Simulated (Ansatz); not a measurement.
# NO2F (nitryl fluoride) at 6 levels

We compute a comparison of 6 runs (PBE/cc-pVTZ, SVWN5/cc-pVTZ, wB97X/cc-pVTZ, RPA@PBE/cc-pVTZ, MP2/cc-pVTZ, CCSD(T)/cc-pVTZ) of NO2F (nitryl fluoride). 

Program for the calculation: Ansatz 0.2.0.

36 further runs of the same task are left out: 36 set aside as unsound or not needed.

**1. The molecule**

NO2F has 4 atoms, charge 0, and is taken as a singlet. As SMILES, `O=[N+]([O-])F`. The N2–F4 distance was set to 1.659 Å, away from the relaxed value.

Bond lengths: O1–N2 1.170 Å, N2–O3 1.170 Å. Angles: O1–N2–O3 135.6°. A long bond or contact: N2–F4 1.659 Å.

**2. A single-point energy at PBE/cc-pVTZ (run 1)**

Input file in.yaml:

```yaml
crystal:
  periodic: [false, false, false]
  atoms:
    - {symbol: O, position_ang: [0.311961, 0.358556, 1.258525]}
    - {symbol: "N", position_ang: [0.203391, -0.183174, 0.227415]}
    - {symbol: O, position_ang: [0.600251, -1.180054, -0.238605]}
    - {symbol: F, position_ang: [-0.744590, 0.670550, -0.832510]}
basis:
  gaussian: {orbitals: cc-pVTZ}
accuracy: high
hamiltonian: {xc: {name: PBE}}
output: {orbitals: {seedname: orbitals}}
```

Launch:

```
$ ansatz run in.yaml --threads 1 --pin off --max-ram 3480MiB --events-out events.jsonl --progress --plain --runs-dir runs
```

What it wrote:

```text
Warning: RAYON_NUM_THREADS=1 ignored (pool sized by the plan → 1); use --threads N
Functional definition: PBE
  name "PBE"
  parameter kappa = 0.804
  parameter beta = 0.06672455060314922
  exchange = pbe_x(kappa = kappa, mu = beta*pi^2/3)
  correlation = pbe_c(beta = beta)
2019 factors; integrals over basis functions are off by at most 2.9e-9 eV
mean field evaluation 1: about -8288.1262 eV, gradient 5.5e1 eV
mean field evaluation 2: about -8271.3776 eV, gradient 1.2e2 eV
mean field evaluation 4: about -8291.5111 eV, gradient 2.2e1 eV
mean field evaluation 8: about -8292.3018 eV, gradient 2.7e-1 eV
mean field evaluation 16: about -8292.3019 eV, gradient 4.9e-6 eV
mean field -8292.30191831 eV, -304.7364747737 hartree, gradient 3.6e-8 eV, S^2 0.000000; 0 other end points of the search recorded, 0 dependent functions left out
reference -8292.30191960 eV, -304.7364748212 hartree; 16, 16 occupied and 104, 104 virtual orbitals, 2019 factors
Total energy: -8292.30191960 eV, -304.7364748212 hartree
```

Run time: 4.2 s. Hardware: 1 thread of Arm Neoverse V2, shared host; peak memory 0.28 GiB.

**3. A single-point energy at SVWN5/cc-pVTZ (run 2)**

Input file input.yaml:

```yaml
crystal:
  periodic: [false, false, false]
  atoms:
    - {symbol: O, position_ang: [0.311961, 0.358556, 1.258525]}
    - {symbol: "N", position_ang: [0.203391, -0.183174, 0.227415]}
    - {symbol: O, position_ang: [0.600251, -1.180054, -0.238605]}
    - {symbol: F, position_ang: [-0.744590, 0.670550, -0.832510]}
basis:
  gaussian:
    orbitals: cc-pVTZ
output: {orbitals: {seedname: orbitals}}
accuracy: high
hamiltonian:
  xc: {name: SVWN5}
```

Launch:

```
$ ansatz run input.yaml --threads 1 --pin off --max-ram 3480MiB --events-out events.jsonl --progress --plain --runs-dir runs
```

What it wrote:

```text
Warning: RAYON_NUM_THREADS=1 ignored (pool sized by the plan → 1); use --threads N
Functional definition: SVWN5
  name "SVWN5"
  exchange = slater_x
  correlation = vwn5_c
2019 factors; integrals over basis functions are off by at most 2.9e-9 eV
mean field evaluation 1: about -8239.1300 eV, gradient 5.4e1 eV
mean field evaluation 2: about -8223.1887 eV, gradient 1.2e2 eV
mean field evaluation 4: about -8242.6866 eV, gradient 1.6e1 eV
mean field evaluation 8: about -8243.1181 eV, gradient 2.3e-1 eV
mean field evaluation 16: about -8243.1182 eV, gradient 3.8e-6 eV
mean field -8243.11822668 eV, -302.9290074441 hartree, gradient 7.9e-8 eV, S^2 0.000000; 0 other end points of the search recorded, 0 dependent functions left out
reference -8243.11822793 eV, -302.9290074903 hartree; 16, 16 occupied and 104, 104 virtual orbitals, 2019 factors
Total energy: -8243.11822793 eV, -302.9290074903 hartree
```

Run time: 3.3 s. Hardware: 1 thread of Arm Neoverse V2, shared host; peak memory 0.28 GiB.

Runs 3 to 5 aren't shown in full; the table further down has their settings and results.

**4. A single-point energy at CCSD(T)/cc-pVTZ (run 6)**

Input file job.yaml:

```yaml
crystal:
  periodic: [false, false, false]
  atoms:
    - {symbol: O, position_ang: [0.311961, 0.358556, 1.258525]}
    - {symbol: N, position_ang: [0.203391, -0.183174, 0.227415]}
    - {symbol: O, position_ang: [0.600251, -1.180054, -0.238605]}
    - {symbol: F, position_ang: [-0.744590, 0.670550, -0.832510]}
basis:
  gaussian:
    orbitals: cc-pVTZ
correlation:
  method: ccsd_t
  frozen_orbitals: {F: 1, "N": 1, O: 1}
accuracy: high
scf:
  omitted_lower_state_checks: [cluster_reference, increment]
```

Launch:

```
$ ansatz run job.yaml --threads 1 --pin off --max-ram 3480MiB --events-out events.jsonl --progress --plain --runs-dir runs
```

What it wrote:

```text
Warning: RAYON_NUM_THREADS=1 ignored (pool sized by the plan → 1); use --threads N
Functional definition: HF
  name "HF"
  exchange = exact_x
  correlation = 0
these checks for a lower state are left out or cut short: cluster_reference, increment
2019 factors; integrals over basis functions are off by at most 2.9e-9 eV
mean field evaluation 1: about -8252.8069 eV, gradient 5.8e1 eV
mean field evaluation 2: about -8252.8217 eV, gradient 5.8e1 eV
mean field evaluation 4: about -8258.5762 eV, gradient 3.3e0 eV
mean field evaluation 8: about -8258.6461 eV, gradient 4.7e-1 eV
mean field evaluation 16: about -8258.6474 eV, gradient 5.6e-8 eV
mean field -8258.64738322 eV, -303.4996934211 hartree, gradient 5.6e-8 eV, S^2 0.000000; 0 other end points of the search recorded, 0 dependent functions left out; unrestricted orbitals would lower it
4 core orbitals not correlated: weight in the atoms' cores, before any rotation towards them, 1.000 or more for the frozen orbitals, at most 0.000 for the correlated occupied ones
reference -8258.64738322 eV, -303.4996934211 hartree; 12, 12 occupied and 104, 104 virtual orbitals, 2019 factors
second order -26.59974492 eV of doubles, -0.00000000 eV of singles
cycle   1  -24.47025216 eV  change     2.1e0 eV  update   1.7e-1
cycle   2  -25.50380389 eV  change    -1.0e0 eV  update   7.7e-2
cycle   3  -25.72396036 eV  change   -2.2e-1 eV  update   2.3e-2
cycle   4  -25.70144892 eV  change    2.3e-2 eV  update   7.3e-3
cycle   5  -25.69255613 eV  change    8.9e-3 eV  update   3.5e-3
cycle   6  -25.69536980 eV  change   -2.8e-3 eV  update   1.5e-3
cycle   7  -25.69427851 eV  change    1.1e-3 eV  update   6.6e-4
cycle   8  -25.69395808 eV  change    3.2e-4 eV  update   3.0e-4
cycle   9  -25.69405131 eV  change   -9.3e-5 eV  update   1.4e-4
cycle  10  -25.69413664 eV  change   -8.5e-5 eV  update   5.1e-5
cycle  11  -25.69406072 eV  change    7.6e-5 eV  update   2.0e-5
cycle  12  -25.69407867 eV  change   -1.8e-5 eV  update   6.7e-6
cycle  13  -25.69407910 eV  change   -4.3e-7 eV  update   3.7e-6
cycle  14  -25.69408057 eV  change   -1.5e-6 eV  update   1.6e-6
cycle  15  -25.69408107 eV  change   -5.0e-7 eV  update   6.1e-7
cycle  16  -25.69408092 eV  change    1.5e-7 eV  update   2.1e-7
cycle  17  -25.69408081 eV  change    1.1e-7 eV  update   1.0e-7
cycle  18  -25.69408086 eV  change   -4.6e-8 eV  update   3.8e-8
cycle  19  -25.69407999 eV  change    8.7e-7 eV  update   1.5e-7
cycle  20  -25.69408013 eV  change   -1.4e-7 eV  update   4.0e-8
cycle  21  -25.69408004 eV  change    8.5e-8 eV  update   1.5e-8
cycle  22  -25.69408004 eV  change    6.4e-9 eV  update   4.8e-9
cycle  23  -25.69408003 eV  change    2.0e-9 eV  update   1.6e-9
cycle  24  -25.69408003 eV  change    2.2e-9 eV  update  6.9e-10
perturbative correction -1.39938454 eV, -0.0514264332 hartree
Total energy: -8285.74084779 eV, -304.4953598794 hartree
Checks for a lower state left out: cluster_reference, increment
```

Wall time 23 s (1 thread of Arm Neoverse V2, shared host); peak memory 0.9 GiB.

**5. All runs side by side**

| run | level | frozen core orbitals | energy (Eh) | wall time |
| --- | --- | --- | --- | --- |
| 1 | PBE/cc-pVTZ | – | -304.736475 | 4.2 s |
| 2 | SVWN5/cc-pVTZ | – | -302.929007 | 3.3 s |
| 3 | wB97X/cc-pVTZ | – | -304.919538 | 15 s |
| 4 | RPA@PBE/cc-pVTZ | 4 | -304.857942 | 9.9 s |
| 5 | MP2/cc-pVTZ | 4 | -304.477216 | 4.2 s |
| 6 | CCSD(T)/cc-pVTZ | 4 | -304.495360 | 23 s |

**6. Results**

| quantity | value |
| --- | --- |
| run 6: total energy | -304.49536 Eh |
| run 6: correlation energy (4 core orbitals frozen) | -995.7 mEh |
| run 6: (T) correction | -51.43 mEh |
| run 6: T1 diagnostic | 0.020 |

Over runs 1, 2, 3 the HOMO–LUMO gap runs from 4.46 eV (SVWN5/cc-pVTZ) to 12.46 eV (wB97X/cc-pVTZ). Totals of different functionals can't be ranked against each other. In runs 5, 6 the log says that unrestricted orbitals would lower the reference, so the values rest on an unstable closed-shell determinant (other closed-shell runs at this shape may share the fault). All runs together took 60 s, the longest 23 s.
